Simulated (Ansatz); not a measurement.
Relaxing CoRu₂

The calculation used DFT PBE, scalar-relativistic, plane waves, PAW in Ansatz 0.2.0. Cutoff 420 eV, Γ-centred k mesh, Gaussian smearing, collinear spin, first started from parallel moments.

CoRu₂ was placed on the cuprite structure type (Pn-3m, No. 224), with Co in place of O, Ru in place of Cu, at a guessed volume.

```yaml
crystal:
  lattice:
    - [4.33128, 0.00000, 0.00000]
    - [0.00000, 4.33128, 0.00000]
    - [0.00000, 0.00000, 4.33128]
  atoms:
    - { symbol: Co, position: [0.00000, 0.00000, 0.00000] }
    - { symbol: Co, position: [0.50000, 0.50000, 0.50000] }
    - { symbol: Ru, position: [0.25000, 0.25000, 0.25000] }
    - { symbol: Ru, position: [0.25000, 0.75000, 0.75000] }
    - { symbol: Ru, position: [0.75000, 0.75000, 0.25000] }
    - { symbol: Ru, position: [0.75000, 0.25000, 0.75000] }
```

Cell and atoms relax at zero pressure; the relaxation can't lower the symmetry of the start. After a coarse first stage the cell is made exact in the group found at 0.06 Å.

Formation energies are uncorrected and refer to the elements' standard structures at the same level.

**Question.** Which crystal results?

**Answer.** It keeps Pn-3m (No. 224). The result has the cuprite structure. Conventional cell: a = 4.905 Å. Co is coordinated by 4 Ru at 2.12 Å; Ru has 2 Co at 2.12 Å.

```cif
data_structure
_symmetry_space_group_name_H-M 'Pn-3m:1'
_symmetry_Int_Tables_number 224
_cell_length_a 4.9048
_cell_length_b 4.9048
_cell_length_c 4.9048
_cell_angle_alpha 90.000
_cell_angle_beta 90.000
_cell_angle_gamma 90.000
_cell_volume 117.99
loop_
_atom_site_label
_atom_site_type_symbol
_atom_site_symmetry_multiplicity
_atom_site_Wyckoff_symbol
_atom_site_fract_x
_atom_site_fract_y
_atom_site_fract_z
_atom_site_occupancy
Co1 Co 2 a 0.00000 0.00000 0.00000 1
Ru1 Ru 4 b 0.25000 0.25000 0.25000 1
```

**Question.** What are its volume, energy, gap and moment?

**Answer.** The volume per atom is 19.67 Å³, the density is 7.35 g/cm³ and the energy over the elements is 2.40 eV/atom. The gap on the 8×8×8 mesh is 0 eV (a metal), the net moment per atom is 0.46 μB and the largest site moment is 0.51 μB.

The final run used a 8×8×8 mesh on its 6-atom cell and 0.10 eV smearing. The k mesh leaves about 4 meV/atom of noise in metals. Symmetry constrained the relaxation, so the result can be a saddle point.

Cost: 3 runs of about 2.3 core-minutes in all, on Intel Xeon 6975P-C (Granite Rapids) (shared hosts).